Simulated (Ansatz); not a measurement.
# Si2H3F (built from SMILES F[SiH2][SiH]): single points off equilibrium

One table from this session's results is given with a row withheld; the runs are named, their logs left out.

Program: Ansatz 0.2.0, Gaussian basis. Level of theory: single points in def2-TZVPP. These are calculated values, not measurements.

Cores are frozen in the correlated methods.

### Where the work starts

6 atoms, charge 0, spin multiplicity 1.

Atoms are counted from 1 here; the program's logs count them from 0.

Bond lengths: Si2–Si3 2.172 Å, Si2–H5 1.484 Å, Si2–H6 1.431 Å, Si3–H4 1.395 Å. Angles: Si3–Si2–H5 144.6°, Si3–Si2–H6 113.4°, H5–Si2–H6 99.4°, Si2–Si3–H4 109.5°.

Geometry (Å):

```
F     1.1023    0.3043   -0.9918
Si   -0.0021    0.0408    0.8186
Si   -0.9655   -0.1696   -1.1169
H    -0.7697   -1.4647   -1.5965
H     0.9762   -0.5657    1.7547
H     0.0195    1.3892    1.2985
```

Set-up of the first run:

run/in.yaml

```yaml
crystal:
  periodic: [false, false, false]
  atoms:
    - {symbol: F, position_ang: [1.102300, 0.304300, -0.991800]}
    - {symbol: Si, position_ang: [-0.002100, 0.040800, 0.818600]}
    - {symbol: Si, position_ang: [-0.965500, -0.169600, -1.116900]}
    - {symbol: H, position_ang: [-0.769700, -1.464700, -1.596500]}
    - {symbol: H, position_ang: [0.976200, -0.565700, 1.754700]}
    - {symbol: H, position_ang: [0.019500, 1.389200, 1.298500]}
basis:
  gaussian: {orbitals: def2-TZVPP}
correlation: {method: ccsd_t}
output: {forces: true}
```

The command line of these runs was not kept.

Among the steps run: CCSD(T)/def2-TZVPP; PBE0-D4/def2-TZVPP; wB97M-V/def2-TZVPP; r2SCAN-D4/def2-TZVPP; PBE-D4/def2-TZVPP; r2SCANh-D4/def2-TZVPP; BLYP-D4/def2-TZVPP.

One table of the session follows, with a row left open; its other results are not shown here.

```
    method  RMS force component (eV/Å)  angle to CCSD(T) forces (°)  dipole (D)
   CCSD(T)                       1.371                    reference        3.01
   PBE0-D4                       1.349                          5.3        2.96
   wB97M-V                       1.354                          1.7        3.06
 r2SCAN-D4                       1.321                          5.5        2.78
    PBE-D4                       1.313                         10.6        2.59
r2SCANh-D4                           ?                            ?           ?
   BLYP-D4                       1.274                         10.4        2.66
```

Estimate the missing values for r2SCANh-D4.

The run gave: RMS force component (eV/Å): 1.337; angle to CCSD(T) forces (°): 4.7; dipole (D): 2.90. In the column «RMS force component (eV/Å)» it lies between r2SCAN-D4 (1.321) and PBE0-D4 (1.349).
